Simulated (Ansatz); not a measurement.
**A geometry optimisation of AlH3NSi− with PBE0-D3(BJ)/def2-SVPD**

The starting geometry of this gas-phase singlet was optimised with GFN2-xTB.

```xyz
6

Al    0.7558    0.6610    0.8153
N    -0.5389    1.5648    1.6690
Si   -0.5508    2.6531    0.3657
H    -1.6552    3.7189    0.7437
H     2.3406    0.7045    1.0995
H     0.6110   -0.6955   -0.0410
```

**Question.** Predict what becomes of its bonds when it is optimised with PBE0-D3(BJ)/def2-SVPD.

**Answer.** A bond breaks, giving a structure given below by its coordinates. Contacts that open: Al1–Si3 (2.42 → 3.38 Å).

The energy falls by 0.49 eV over 13 steps:

| step | E − E(last) (eV) |
| --- | --- |
| 1 | 0.493 |
| 2 | 0.403 |
| 4 | 0.363 |
| 5 | 0.343 |
| 6 | 0.296 |
| 8 | 0.134 |
| 9 | 0.048 |
| 10 | 0.011 |
| 12 | 0.000 |
| 13 | 0.000 |

Final geometry (Å):

```
atom    x (Å)    y (Å)   z (Å)
  Al   0.9243   0.4826  0.7800
   N  -0.0607   1.8886  0.5569
  Si  -0.8942   3.2623  0.1440
   H  -1.8697   3.4547  1.3827
   H   2.3658   0.5120  1.5119
   H   0.4969  -0.9934  0.2766
```

Frequencies at the end are all real (lowest 137 cm⁻¹). Run with Ansatz 0.2.0, 40 s on 1 thread of Intel(R) Xeon(R) Platinum 8488C (Sapphire Rapids) (shared host).
